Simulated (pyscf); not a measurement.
**Routes from `[SiH2][O][SiH3]` [doublet] + `[F][CH2][F]`**

Candidate steps break at most two bonds and form at most two. Each was searched with GFN2-xTB (tblite) first. PySCF, gas phase, ωB97X-D3(BJ)/def2-SVP geometries. Energies: ωB97M-D3(BJ)/def2-TZVP, kJ/mol, from the separated reactants, doublet surface; ΔG‡ with ideal gas, 1 atm, RRHO with modes under 100 cm⁻¹ raised to 100, one conformer, R ln 2 for chiral ones without a mode under 150 cm⁻¹.

```json
[
 {"products": "H₃Si–O–SiH₃ + F–CH•–F", "type": "hydrogen abstraction", "ΔE‡": "80.0", "ΔE": "+39.3", "ΔG‡ 298 K": "113.0", "ΔG‡ 900 K": "202.0", "ν‡ (cm⁻¹)": "1375i"},
 {"products": "F–SiH₂–O–SiH₃ + •H₂C–F", "type": "atom transfer", "ΔE‡": "105.4", "ΔE": "-158.3", "ΔG‡ 298 K": "150.1", "ΔG‡ 900 K": "242.3", "ν‡ (cm⁻¹)": "1146i"}
]
```

Plain bond fissions and candidates not yet searched are not listed, and one of them may be faster. Each barrier is that of the saddle found; lower ones may exist.
